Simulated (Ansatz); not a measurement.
Property card for C

Method: Ansatz, DFT r2SCAN, scalar-relativistic, plane waves, PAW.

Cutoff 500 eV; k points 12×12×2 on the computed 12-atom cell (Γ-centred); Gaussian smearing, width 0.02 eV; no spin polarisation.

The structure is relaxed at this level of theory with its symmetry kept.

```cif
data_structure
_symmetry_space_group_name_H-M 'P 1'
_symmetry_Int_Tables_number 1
_cell_length_a 2.5124
_cell_length_b 2.5124
_cell_length_c 12.3918
_cell_angle_alpha 90.000
_cell_angle_beta 90.000
_cell_angle_gamma 120.000
_cell_volume 67.74
loop_
_atom_site_label
_atom_site_type_symbol
_atom_site_fract_x
_atom_site_fract_y
_atom_site_fract_z
_atom_site_occupancy
C1 C 0.00000 0.00000 0.18683 1
C2 C 0.00000 0.00000 0.68683 1
C3 C 0.00000 0.00000 0.31317 1
C4 C 0.00000 0.00000 0.81317 1
C5 C 0.33333 0.66667 0.52076 1
C6 C 0.66667 0.33333 0.02076 1
C7 C 0.33333 0.66667 0.97924 1
C8 C 0.66667 0.33333 0.47924 1
C9 C 0.33333 0.66667 0.64506 1
C10 C 0.66667 0.33333 0.14506 1
C11 C 0.33333 0.66667 0.85494 1
C12 C 0.66667 0.33333 0.35494 1
```

Q: Formation energy from the elements' standard states (uncorrected)?

A: +0.120 eV/atom.

Q: Generalised Kohn–Sham band gap?

A: 4.66 eV, indirect from Γ to (0.000, 0.367, 0.000).

Q: Löwdin character of the top 1 eV of the valence band?

A: C 2p 98 %.

Q: Löwdin character of the lowest 1 eV of the conduction band?

A: C 2p 54 %, C 2s 37 %, unprojected 9 %.

Q: Electron masses at the edge by Cartesian direction of the standard setting (m_e; degenerate bands sorted by energy; no spin-orbit coupling)?

A: x: 0.23; y: 1.3; z: 0.67.

Q: Hole masses at the edge by Cartesian direction of the standard setting (m_e; degenerate bands sorted by energy; no spin-orbit coupling)?

A: x: 0.75, 0.26; y: 0.75, 0.26; z: 0.65, 0.65.

Q: Bulk modulus?

A: 451 GPa.

Q: Its pressure derivative?

A: 3.7.

Q: Electronic dielectric constant xx, yy, zz of the standard setting (independent particles)?

A: 5.7, 5.7, 5.8.